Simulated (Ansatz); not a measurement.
Consider the interaction energy of a dimer with the counterpoise correction of F2 (Ansatz's Python interface).

The script, `dimer_f2.py`:
```python
import ansatz as az

params = {
    "basis": "def2-SVPD",
    "xc": "hf",
}

FIRST = [
    ("F", (0.0, 0.0, -0.615)),
    ("F", (0.0, 0.0, 0.615)),
]
SECOND = [
    ("F", (-2.2689, -1.3692, -0.5638)),
    ("F", (-3.0666, -2.2728, -0.3186)),
]

def energy(atoms, ghosts=()):
    molecule = az.Crystal.molecule()
    for symbol, xyz in atoms:
        molecule = molecule.atom(symbol, xyz)
    calc = (
        molecule.calculation()
        .basis(gaussian=params["basis"])
        .functional(params["xc"])
    )
    deck = calc.input()
    if ghosts:
        deck = deck.set(az.key.basis.gaussian.ghost_atoms, [{"symbol": s, "position_ang": list(xyz)} for s, xyz in ghosts])
    return az.Session.from_dict(deck).plan().execute().report["free_energy_ev"]

both = energy(FIRST + SECOND)
alone = energy(FIRST) + energy(SECOND)
ghosted = energy(FIRST, SECOND) + energy(SECOND, FIRST)
print(f"dimer {both:.6f} eV")
print(f"interaction, uncorrected   {23.060548 * (both - alone):8.3f} kcal/mol")
print(f"interaction, counterpoise  {23.060548 * (both - ghosted):8.3f} kcal/mol")
print(f"basis-set superposition    {23.060548 * (alone - ghosted):8.3f} kcal/mol")
```

How large is the interaction at this pose, and how much of it is basis-set superposition?

Uncorrected it is 0.136 kcal/mol, with the counterpoise correction 0.750 kcal/mol; the difference, 0.61 kcal/mol, is the superposition error. In this basis both values are repulsive.

What the script printed:

`python dimer_f2.py` gives:
```text
dimer -10803.356426 eV
interaction, uncorrected      0.136 kcal/mol
interaction, counterpoise     0.750 kcal/mol
basis-set superposition       0.614 kcal/mol
```

Total energies depend on the basis set; only differences at equal settings carry meaning. The dimer is a generated trial pose of unrelaxed monomers, not a minimum, so the figure is no binding energy, and the basis set is small. Hartree-Fock leaves correlation out, so bond, atomisation and ionisation energies come out well too low. This level lacks the dispersion part of the attraction (electrostatics and induction are there), which can decide the sign where the interaction is weak. The spin state was assumed, and another may lie lower. Wall time of the script: 2.3 s on 1 thread of AMD EPYC 7R43 64-Core Processor (Zen 3), on a shared host, peak memory 0.19 GiB.
